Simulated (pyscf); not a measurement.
Optimised with ωB97X-D3(BJ)/def2-SVP in PySCF.

**Question.** What is the homolytic dissociation enthalpy (298 K, ωB97M-D3(BJ)/def2-TZVP) of the Mo–N bond of H₂N–Mo(F)(F)(F)=S, to NH₂• + [F–Mo(F)(F)=S]•?

**Answer.** Mo–N to NH₂• + [F–Mo(F)(F)=S]•: 60.5 kcal/mol. The 7 functionals that were run give +60.5 (ωB97M-D3(BJ)) to +71.0 kcal/mol (PBE). The radicals are drawn with the spin at the cut bond; how far it spreads was not checked. Other isomers of [F–Mo(F)(F)=S]• were not searched in full and may lie lower. Open-shell species with a d-block atom are single-reference here; other states, and whether the spin sits on metal or ligand, were not checked. Elements past Kr carry the def2 core potentials, without spin-orbit coupling.
